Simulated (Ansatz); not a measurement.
Total energies of C₅H₁₀O₂, SMILES `CCC(C)C(=O)O`.

```xyz
17

C    -0.299    1.150   -1.696
C    -0.525   -0.154   -0.952
C    -0.358   -0.031    0.562
C    -0.632   -1.356    1.268
C     1.013    0.476    0.929
O     1.244    1.449    1.594
O     1.996   -0.302    0.435
H    -0.979    1.930   -1.345
H    -0.461    1.023   -2.769
H     0.722    1.518   -1.560
H    -1.538   -0.521   -1.144
H     0.160   -0.923   -1.322
H    -1.048    0.729    0.938
H    -1.652   -1.685    1.055
H    -0.527   -1.262    2.351
H     0.055   -2.130    0.922
H     2.829    0.090    0.733
```

The species carries charge 0 and has multiplicity 1. The structure was optimised at the PBE0-D4/def2-TZVP level. It is one conformer, not always the lowest. Basis def2-TZVPP, Ansatz.

RPA on PBE orbitals: Hartree–Fock energy of these orbitals -344.98198 Eh, correlation -2.12562 Eh (frozen core).

```json
{"functional": "B97M-V", "energy without D4 (Eh)": "-347.13151", "D4 term (kJ/mol)": "–"}
{"functional": "ωB97X-V", "energy without D4 (Eh)": "-347.06696", "D4 term (kJ/mol)": "–"}
```

(1) Give the same for LDA (SPW92), PBE, revPBE, BLYP, r2SCAN, PBE0, B3LYP, r2SCANh, r2SCAN0, HSE06 (plane-wave form), BHLYP, CAM-B3LYP, LC-ωPBE, ωB97M-V, B2PLYP, PBE-QIDH. (Estimate.)

B3LYP takes the VWN-RPA correlation (the form of Gaussian; ORCA's B3LYP/G). HSE06 is the plane-wave form, built on full-range PBE exchange. The double hybrids freeze the cores in their second-order part.

Results:

(1) The calculation gave: 
```json
{"functional": "LDA (SPW92)", "energy without D4 (Eh)": "-344.25264", "D4 term (kJ/mol)": "–"}
{"functional": "PBE", "energy without D4 (Eh)": "-346.73982", "D4 term (kJ/mol)": "-34.9"}
{"functional": "revPBE", "energy without D4 (Eh)": "-347.05774", "D4 term (kJ/mol)": "-116.5"}
{"functional": "BLYP", "energy without D4 (Eh)": "-347.03475", "D4 term (kJ/mol)": "-76.9"}
{"functional": "r2SCAN", "energy without D4 (Eh)": "-346.97551", "D4 term (kJ/mol)": "-9.5"}
{"functional": "PBE0", "energy without D4 (Eh)": "-346.76876", "D4 term (kJ/mol)": "-29.5"}
{"functional": "B3LYP", "energy without D4 (Eh)": "-347.17667", "D4 term (kJ/mol)": "-55.1"}
{"functional": "r2SCANh", "energy without D4 (Eh)": "-346.95849", "D4 term (kJ/mol)": "-9.8"}
{"functional": "r2SCAN0", "energy without D4 (Eh)": "-346.93456", "D4 term (kJ/mol)": "-10.7"}
{"functional": "HSE06 (plane-wave form)", "energy without D4 (Eh)": "-346.74999", "D4 term (kJ/mol)": "-27.2"}
{"functional": "BHLYP", "energy without D4 (Eh)": "-346.96673", "D4 term (kJ/mol)": "-37.9"}
{"functional": "CAM-B3LYP", "energy without D4 (Eh)": "-347.00893", "D4 term (kJ/mol)": "-29.5"}
{"functional": "LC-ωPBE", "energy without D4 (Eh)": "-346.96045", "D4 term (kJ/mol)": "–"}
{"functional": "ωB97M-V", "energy without D4 (Eh)": "-347.02386", "D4 term (kJ/mol)": "–"}
{"functional": "B2PLYP", "energy without D4 (Eh)": "-346.88726", "D4 term (kJ/mol)": "–"}
{"functional": "PBE-QIDH", "energy without D4 (Eh)": "-346.72240", "D4 term (kJ/mol)": "–"}
```

LC-ωPBE has ω = 0.4 bohr⁻¹.
